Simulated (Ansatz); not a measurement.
# How far each method lies from RCCSDTQ for HPSi, singlet

Geometry: a PBE0/def2-TZVP stationary point for this spin, not checked as a minimum.

```xyz
3

Si    0.0000   -0.0098    1.0767
P     0.0000   -0.0326   -0.9681
H     0.0000    1.2752   -0.2504
```

Basis cc-pVDZ; Ansatz 0.2.0. Only valence electrons are correlated (noble-gas cores frozen), which leaves 10 electrons in 31 orbitals. R marks a restricted (for open shells ROHF) determinant, U an unrestricted one. Active spaces: pair = (2e, 2o) about the gap; valence = (10e, 9o) chosen from the atoms' valence shells.

Full CI isn't at hand for all of this; RCCSDTQ serves as the reference, and is uncertain by the last step of the cluster series or more. The frozen core follows each run's orbitals, which can shift R against U totals by a few meV.

* UHF ⟨S²⟩: 0.064
* T1 diagnostic (RCCSD): 0.0197
* largest doubles amplitude (RCCSD): 0.120

```csv
level,E − E(RHF) (eV)
UHF,-0.0016
RMP2,-5.4209
RCCSD,-6.1970
RCCSD(T),-6.4988
```

**Question.** Estimate how far RCCSDTQ in cc-pVDZ lies from RCCSD(T). The table doesn't fix it; the size of (T) and the diagnostics are the guide.

**Answer.** RCCSDTQ in cc-pVDZ lies 1.22 kcal/mol below RCCSD(T), which is 18 % of the (T) step (-6.96 kcal/mol). A doubles amplitude is large, RHF is unstable towards spin polarisation, but (T) still catches most of what CCSD lacks. The miss exceeds 1 kcal/mol.

The other levels:

```tsv
level	E − E(RCCSDTQ) (kcal/mol)	share of correlation (%)	wall time
CISD	21.16	86.00	0.49 s
BCCD(T)	1.21	99.20	0.51 s
RCCSDT	0.60	99.60	–
RCCSDT(Q)	-0.02	100.01	2.4 s
CASSCF (pair space)	140.67	6.90	–
NEVPT2 (pair space)	24.28	83.93	1 s
MRCISD (pair space)	17.89	88.16	–
MRCISD+Q (pair space)	2.18	98.55	1.2 s
CASSCF (valence space)	98.17	35.03	–
NEVPT2 (valence space)	22.14	85.34	3.2 s
MRCISD (valence space)	7.97	94.73	–
MRCISD+Q (valence space)	0.22	99.86	4.6 s
```

The correlation energy at RCCSDTQ, counted from RHF, is -6.552 eV. That run took 5 s on 2 threads of AMD EPYC 7R13 with a shared H100 80 GB, shared host.

Times hold each run's SCF and search for its determinant on a shared host, so for small cases they say little of a method's own cost; they ran on 1 thread of AMD EPYC 7R13.

Natural occupations of CASSCF (valence space) about the gap: 1.992 1.971 1.960 1.952 1.930 0.077 0.056 0.036 0.026; effectively unpaired electrons, Σ n²(2−n)², 0.08.
